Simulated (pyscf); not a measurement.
PySCF, gas phase, ωB97X-D3(BJ)/def2-SVP geometries.

### Question
O=O (SMILES O=O) [triplet] + •H₂C–CH₃ (SMILES [CH2]C) -> •O–OH (SMILES [O]O) + H₂C=CH₂ (SMILES C=C)
Surface: doublet. Broken: C–H. Formed: H–O. Give ΔE‡ and ΔE from ωB97M-D3(BJ)/def2-TZVP, relative to the separated reactants.

### Answer
ΔE‡ = 17.8 kcal/mol, ΔE = -12.6 kcal/mol. Zero-point energy shifts the barrier by -0.9 kcal/mol. It is a hydrogen abstraction, with an imaginary mode of 2385i cm⁻¹. On the product side the descent ends in a complex, 5.4 kcal/mol under the separated species and 34.2 kcal/mol under the saddle at ωB97X-D3(BJ)/def2-TZVP. This is the saddle that the search found; another between the same sides may lie lower. The angle at the transferred H is 156°. An unrestricted DFT solution here is markedly spin-contaminated.
